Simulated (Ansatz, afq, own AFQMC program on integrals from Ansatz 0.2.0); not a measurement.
**AlH₃ + CN, doublet in cc-pVDZ along one coordinate**

```xyz
6

Al   -1.6991    0.0000    0.0000
H    -2.4920    1.3734    0.0000
H    -2.4920   -1.3734    0.0000
H    -0.1132    0.0000    0.0000
N     2.4950    0.0000    0.0000
C     1.3349    0.0000    0.0000
```

A hydrogen atom is moved from one rigid fragment to the other; the Al1–H4 distance tells how far. The two fragments are held close together, so this isn't a minimum-energy path and the start is a compressed complex. Energies in eV count from this geometry (1.586 Å) at the same level; the start stands on UHF, each point on the determinant named.

Basis cc-pVDZ. Only valence electrons are correlated. Ansatz 0.2.0 and our own AFQMC program on the same integrals; the CISD trial comes from CCSD amplitudes, and released means the phaseless constraint is let go. Uncertainties: one standard error, sampling alone.

Cautions, each for one point or more: higher spins were not checked; raised T1 diagnostic; unrestricted determinant slightly spin contaminated; unrestricted determinant spin contaminated.

```csv
r(Al1–H4) / Å,det.,T1,weight,⟨S²⟩,r2SCAN,B2PLYP,CCSD(T)
1.688,UHF,0.042,0.80,0.96,-0.254,-0.256,-0.254
1.739,UHF,0.039,0.80,0.93,-0.375,-0.382,-0.383
1.791,UHF,0.037,0.81,0.90,-0.490,-0.507,-0.512
1.842,UHF,0.034,0.82,0.88,-0.587,-0.617,-0.627
1.944,UHF,0.029,0.83,0.83,-0.669,-0.736,-0.755
```

(1) Estimate the curve of phaseless AFQMC with a CISD trial, counted from the same start.

Answers

(1) 
```json
{"r(Al1–H4) / Å": "1.688", "det.": "UHF", "T1": "0.042", "weight": "0.80", "⟨S²⟩": "0.96", "ph-AFQMC/CISD": "-0.266 ± 0.008", "CCSDT(Q)": "-0.248"}
{"r(Al1–H4) / Å": "1.739", "det.": "UHF", "T1": "0.039", "weight": "0.80", "⟨S²⟩": "0.93", "ph-AFQMC/CISD": "-0.380 ± 0.009", "CCSDT(Q)": "-0.373"}
{"r(Al1–H4) / Å": "1.791", "det.": "UHF", "T1": "0.037", "weight": "0.81", "⟨S²⟩": "0.90", "ph-AFQMC/CISD": "-0.511 ± 0.009", "CCSDT(Q)": "-0.499"}
{"r(Al1–H4) / Å": "1.842", "det.": "UHF", "T1": "0.034", "weight": "0.82", "⟨S²⟩": "0.88", "ph-AFQMC/CISD": "-0.626 ± 0.009", "CCSDT(Q)": "-0.611"}
{"r(Al1–H4) / Å": "1.944", "det.": "UHF", "T1": "0.029", "weight": "0.83", "⟨S²⟩": "0.83", "ph-AFQMC/CISD": "-0.741 ± 0.009", "CCSDT(Q)": "-0.733"}
```

Weight is that of the determinant in the CISD state; at the start T1 is 0.045 and the weight 0.79, and ⟨S²⟩ is 1.00. Largest departures from phaseless AFQMC with a CISD trial: CCSD(T) -0.014 eV at 1.944 (on UHF) (within the noise), CCSDT(Q) 0.018 eV at 1.688 (on UHF), r2SCAN 0.071 eV at 1.944, B2PLYP 0.010 eV at 1.688 (within the noise). The walk's constraint bias lies outside its error bars, so these are departures and not errors. Functionals count only at points shown to share the start's state and spin. In this small basis the wave-function levels are far from their limit, so their gap to the functionals isn't the functionals' error. In total energy ph-AFQMC/CISD lies 29 ± 6 meV above CCSDT(Q) at the start, so its agreement along the curve rests in part on cancellation.

CCSDT and higher add their correlation energy to the determinant of the CCSD(T) run, since their own runs factorise the integrals more tightly (a shift of under 2 meV). A walk keeps the symmetry of its determinant, which the program's search chose and which needn't be the lowest solution, so a lower state of the same spin and another symmetry isn't excluded.
